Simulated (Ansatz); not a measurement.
A made-up structure of CH$_{4}$NSi, doublet:

C1  (-0.865, 0.090, -0.609)
N2  (-0.100, -0.712, -0.392)
Si3  (0.713, -0.411, 0.809)
H4  (-1.373, -0.242, -1.361)
H5  (-1.070, 1.139, -0.089)
H6  (0.773, 1.108, 1.347)
H7  (1.923, -0.972, 0.294)
(Å)

It is relaxed with PBE-D4/def2-SVP and then PBE0-D4/def2-TZVP (Ansatz 0.2.0). Atoms count as bonded within 1.22 times the sum of their covalent radii (H–H: 0.88 Å). The end point is not checked to be a true minimum.

**Question.** Does its bonding change? (Judge from chemistry; the calculation decides.)

**Answer.** Computed: Yes. Formed: none; broken: C1–Si3.

Where it ends: The first stage lowers the energy by 4.40 eV in 9 steps. It ends as CH₄NSi ([CH2][N][SiH2]):
C1  (-1.075, 0.132, -0.736)
N2  (-0.144, -0.652, -0.392)
Si3  (0.940, -0.430, 0.927)
H4  (-1.747, -0.142, -1.557)
H5  (-1.272, 1.106, -0.264)
H6  (1.029, 0.973, 1.440)
H7  (2.269, -0.988, 0.582)
(Å)

Labels in which every atom is bracketed show which atoms are joined, not bond orders.

For scale, one of the runs: PBE0-D4/def2-TZVP relaxation, 123 basis functions, launched by `ansatz run in.yaml --threads 2 --pin off --events-out ev --progress --plain --max-ram 4352MiB`. The run took about 34 s on 2 CPU threads of an Arm Neoverse V1 (shared host).
